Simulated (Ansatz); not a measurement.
**CH₆AlB: up Jacob's ladder to CCSD(T)**

Aim: compute CH₆AlB with functionals from several rungs and with coupled cluster. The yardstick is the atomisation energy at the CCSD(T) limit.

Method: functionals in def2-TZVPP, the program's frozen cores in correlated methods; program: Ansatz 0.2.0, Gaussian basis.

Plan: LDA (SPW92), PBE-D4, revPBE-D4, BLYP-D4, r2SCAN-D4, B97M-V, PBE0-D4, B3LYP-D4, r2SCANh-D4, r2SCAN0-D4, HSE06-D4, BHLYP-D4, CAM-B3LYP-D4, LC-ωPBE, ωB97X-V, ωB97M-V, B2PLYP, PBE-QIDH; CCSD(T)/def2-SVP; CCSD(T)/def2-TZVPP; MP2/def2-QZVPP; extrapolation to the limit; RPA on PBE.

1 further run of the same task is left out (it didn't finish).

## 1. The relaxed structure

The geometry comes from an earlier relaxation with PBE0-D4 in a triple-zeta def2 set; it is a stationary point, not always the lowest conformer.

9 atoms, charge 0, spin multiplicity 1.

Atoms are counted from 1 here; the program's logs count them from 0.

Bond lengths: B1–C2 1.509 Å, B1–H4 1.200 Å, B1–H5 1.200 Å, C2–Al3 1.984 Å, C2–H6 1.095 Å, C2–H7 1.095 Å, Al3–H8 1.584 Å, Al3–H9 1.584 Å. Angles: C2–B1–H4 120.7°, C2–B1–H5 120.7°, H4–B1–H5 118.3°, B1–C2–Al3 103.5°, B1–C2–H6 116.8°, B1–C2–H7 116.8°, Al3–C2–H6 101.7°, Al3–C2–H7 101.7°, H6–C2–H7 113.1°, C2–Al3–H8 119.3°, C2–Al3–H9 119.3°, H8–Al3–H9 121.2°.

## 2. LDA

This LDA is Slater exchange with PW92 correlation.

Input file in.yaml:

```yaml
crystal:
  periodic: [false, false, false]
  atoms:
    - {symbol: B, position_ang: [-0.482513, 0.634044, -1.143456]}
    - {symbol: C, position_ang: [0.717750, 0.177661, -0.350252]}
    - {symbol: Al, position_ang: [-0.084389, -0.692779, 1.241899]}
    - {symbol: H, position_ang: [-1.012473, -0.100052, -1.931538]}
    - {symbol: H, position_ang: [-0.987780, 1.702110, -0.931846]}
    - {symbol: H, position_ang: [1.331475, 0.958360, 0.110120]}
    - {symbol: H, position_ang: [1.309477, -0.639017, -0.775500]}
    - {symbol: H, position_ang: [-0.363952, -2.251459, 1.214886]}
    - {symbol: H, position_ang: [-0.339195, 0.164935, 2.548688]}
basis:
  gaussian: {orbitals: def2-TZVPP}
hamiltonian: {xc: lda}
output: {orbitals: {seedname: orbitals}}
```

Started as:

```bash
ansatz run in.yaml --threads 2 --pin off --events-out ev --progress --plain --max-ram 4352MiB
```

Further steps of the session: PBE-D4 (GGA); revPBE-D4 (GGA); BLYP-D4 (GGA); r2SCAN-D4 (meta-GGA); B97M-V (meta-GGA); B3LYP-D4 (hybrid); r2SCANh-D4 (hybrid); r2SCAN0-D4 (hybrid); HSE06-D4 (hybrid); BHLYP-D4 (hybrid); CAM-B3LYP-D4 (range-separated); LC-ωPBE (range-separated); ωB97X-V (range-separated); ωB97M-V (range-separated); B2PLYP (double hybrid); PBE-QIDH (double hybrid); CCSD(T) in def2-SVP; CCSD(T) in def2-TZVPP; MP2 in def2-QZVPP; RPA on PBE orbitals.

Q: Predict the results of all the runs planned. Wanted: atomisation energy, CCSD(T)/CBS; farthest beyond LDA; mean size of error, GGA; mean size of error, meta-GGA; mean size of error, hybrid; mean size of error, range-separated; mean size of error, double hybrid; gap, smallest and largest; T1 diagnostic.

As calculated:

```
                               quantity                                                                 value
        atomisation energy, CCSD(T)/CBS                                                             30.234 eV
    functionals within 0.151 eV (0.5 %)  PBE-D4, PBE0-D4, r2SCANh-D4, r2SCAN0-D4, HSE06-D4, LC-ωPBE, PBE-QIDH
                    farthest beyond LDA                                                    B97M-V (+0.487 eV)
                mean size of error, GGA                                                              0.222 eV
           mean size of error, meta-GGA                                                              0.358 eV
             mean size of error, hybrid                                                              0.096 eV
    mean size of error, range-separated                                                              0.165 eV
      mean size of error, double hybrid                                                              0.138 eV
              gap, smallest and largest                             4.16 eV (LDA (SPW92)), 11.07 eV (LC-ωPBE)
                          T1 diagnostic                                                                0.0115
triples share of the correlation energy                                                                 3.4 %
```

What this shows: The LDA atomisation energy is off by 3.273 eV (11 %): it overbinds. PBE-D4 is off by +0.102 eV. Double hybrids carry the basis error of their MP2 part in triple zeta, and no dispersion term here, so their miss is partly the set-up's. The rungs hybrid, double hybrid miss on average by less than the doubt on the reference (0.151 eV), so they tie. Misses under about 0.151 eV are within the doubt on the reference itself, which lacks core-valence correlation, relativity and higher excitations. Hartree-Fock recovers 78 % of the binding; the rest is correlation. CCSD(T) in def2-SVP is off by -1.250 eV, which most functionals beat. The gap grows from 4.2 to 11.1 eV across the functionals, mostly with the share of exact exchange.
